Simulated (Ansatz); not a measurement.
Ideal-gas functions of F2O2S, SMILES `O=S(=O)(F)F` at 400 K and 1 bar, from an Ansatz frequency run at PBE0-D4/def2-TZVP.

Molar mass 102.06 g/mol, point group C2v (symmetry number 2), electronic degeneracy 1, moments of inertia 98.949, 100.161, 100.353 u Å². Harmonic wavenumbers (cm⁻¹, unscaled): 381, 382, 539, 541, 550, 863, 900, 1299, 1538.

Use S(trans) = R[1.5 ln M + 2.5 ln T − 1.1517]; rotational temperatures θ = 24.2544 K / I; S(rot) = R[ln(√π/σ · √(T³/θAθBθC)) + 1.5]; for each mode x = 1.438777 ν̃/T, S = R[x/(eˣ − 1) − ln(1 − e⁻ˣ)] and H = RT x/(eˣ − 1); 1 cm⁻¹ = 0.0119627 kJ/mol; R = 8.31446 J/(mol·K).

Question: By hand: the entropy, in J/(mol·K).

Answer: Translation 172.7. Rotation: θ = 0.2451, 0.2422, 0.2417 K, giving 103.8. Vibration, mode by mode: 6.32, 6.30, 4.00, 3.98, 3.88, 1.59, 1.43, 0.44, 0.22, in all 28.2. Electronic 0.0. Sum 304.7 J/(mol·K).

Question: By hand: H − E and G − E in kJ/mol, counted from the electronic energy.

Answer: Zero-point energy ½ × 6993 × 0.0119627 = 41.8; thermal vibration 7.5; translation, rotation and pV give 4 RT = 13.3. H − E = 62.6 kJ/mol, and G − E = 62.6 − 400 × 304.7/1000 = -59.3 kJ/mol.

Vibration gives 9 % of the entropy.
